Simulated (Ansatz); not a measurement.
Consider the hydrogenolysis of a P–Si bond: `F[SiH2]P` + H₂ → PH₃ + `F[SiH3]`.

Computed with Ansatz on PBE0-D4/def2-TZVP structures; ΔE is electronic, products minus reactants. CBS: MP2 limit from def2 TZ/QZ plus the TZ coupled-cluster correction, frozen cores. This one scheme is used for every species. DFT in def2-TZVPP. Each species was taken in one conformer, which may not be the lowest.

**Question.** Is it downhill or uphill in electronic energy at CCSD(T)/CBS, and by how much? (Estimate.)

**Answer.** Ansatz gave: Nearly level: ΔE = -0.2 kJ/mol.

**Question.** What do these levels give: PBE-D4, r2SCANh-D4, PBE, revPBE, r2SCANh, LC-ωPBE, RPA@PBE/def2-TZVPP, MP2/def2-SVP, CCSD/def2-SVP, CCSD/def2-TZVPP, HF/CBS(def2), CCSD/CBS(def2)? (An estimate is asked.)

**Answer.** Computed: PBE-D4 11.0, r2SCANh-D4 5.0, PBE 5.8, revPBE 3.7, r2SCANh 3.7, LC-ωPBE -3.3, RPA@PBE/def2-TZVPP -11.3, MP2/def2-SVP -15.2, CCSD/def2-SVP -23.9, CCSD/def2-TZVPP -11.0, HF/CBS(def2) -30.8, CCSD/CBS(def2) -5.5 kJ/mol.

Largest T1 diagnostic among the species: 0.013.

In def2-TZVPP, CCSD(T) changes the Hartree–Fock value by +25.0 kJ/mol (the triples alone add +5.3 kJ/mol) and MP2 by +29.7 kJ/mol. At CCSD(T), def2-SVP lies −20.3 kJ/mol from the extrapolated value and def2-TZVPP −5.5 kJ/mol.
